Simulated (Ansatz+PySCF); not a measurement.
The numbers below are computed, except where a source is named.
```yaml
atoms:
  - { symbol: O, position_ang: [0.0000, 0.0000, -0.1197] }
  - { symbol: H, position_ang: [0.0000, 1.5084, 1.0770] }
  - { symbol: H, position_ang: [0.0000, -0.7542, 0.4787] }
```

RHF-MP2 on singlet H₂O was run in several spherical basis sets with Ansatz (development build ahead of 0.2.0). Frozen core: 1 orbital. Caution for RHF-MP2: an unrestricted determinant lies well below; large amplitudes, a single reference is doubtful.

**Question.** Rank the basis sets by the total energy that they give, lowest first, with the distance from the lowest.
A. 6-31G(d)
B. cc-pVDZ
C. 6-31G

**Answer.** B (0.00 eV), A (0.71 eV), C (2.59 eV).

Totals follow the description of the cores as much as that of the bonds, so this order isn't one of quality for chemistry.
